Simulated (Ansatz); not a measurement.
# CH₄AlS, SMILES [CH3][Al][SH]: a rigid scan of one bond length

Program: Ansatz 0.2.0, Python API.

Run as a notebook:

In [1]:
```python
import ansatz as az
import numpy as np
```

In [2]:
```python
molecule = (
    az.Crystal.molecule()
    .atom("C", [-0.9322, 0.5453, -0.3105])
    .atom("Al", [0.0665, -0.3519, 1.0833])
    .atom("S", [2.2633, -0.6698, 0.7887])
    .atom("H", [-1.7012, -0.0733, -0.7058])
    .atom("H", [-0.3052, 0.8683, -1.1742])
    .atom("H", [-1.4432, 1.5178, 0.1072])
    .atom("H", [2.1132, -1.9044, 0.1656])
)
```

In [3]:
```python
symbols = [site.symbol for site in molecule.cartesian_sites]
start = np.array([site.position_ang for site in molecule.cartesian_sites])
axis = (start[2] - start[1]) / np.linalg.norm(start[2] - start[1])
moving = [2, 6]
lengths, energies = [1.9, 2.06, 2.24, 2.46, 2.8, 3.36, 4.03, 4.93], []
for length in lengths:
    xyz = start.copy()
    xyz[moving] += (length - np.linalg.norm(start[2] - start[1])) * axis
    point = az.Crystal.molecule()
    for symbol, xyz in zip(symbols, xyz):
        point = point.atom(symbol, xyz.tolist())
    job = point.calculation()
    job = job.basis(gaussian="def2-SVP")
    job = job.functional("r2scan0")
    job = job.spin("collinear", total=1)
    rep = job.run(threads=1).report
    energies.append(rep["free_energy_ev"])
    print(f"r = {length:6.3f} A  E = {energies[-1]:.5f} eV  <S^2> = {abs(rep['mean_field']['state']['spin_squared']):.3f}")
```
```text
r =  1.900 A  E = -18524.60840 eV  <S^2> = 0.753
r =  2.060 A  E = -18525.46629 eV  <S^2> = 0.753
r =  2.240 A  E = -18525.70599 eV  <S^2> = 0.753
r =  2.460 A  E = -18525.49393 eV  <S^2> = 0.754
r =  2.800 A  E = -18524.79854 eV  <S^2> = 0.762
r =  3.360 A  E = -18523.77329 eV  <S^2> = 0.819
r =  4.030 A  E = -18523.24449 eV  <S^2> = 0.806
r =  4.930 A  E = -18523.08199 eV  <S^2> = 0.757
```

In [4]:
```python
print("energy above the lowest point (eV):", [round(e - min(energies), 3) for e in energies])
```
```text
energy above the lowest point (eV): [1.098, 0.24, 0.0, 0.212, 0.907, 1.933, 2.461, 2.624]
```

Reading the output:
- Total energies depend on the basis set; only differences at equal settings carry meaning.
- The rest of the molecule is held rigid at a force-field or estimated start geometry, and the basis set is modest; single-reference methods fail as a bond breaks.
- The species is open-shell (spin multiplicity 2).
- The expectation value of S² is noticeably off S(S+1) in at least one run, so that state is spin-contaminated.
- Timing: 59 s on 1 thread of Intel(R) Xeon(R) 6975P-C (Granite Rapids), with other jobs on the host, peak memory 0.29 GiB.

(Lines on the test bed's own set-up are left out of the output.)
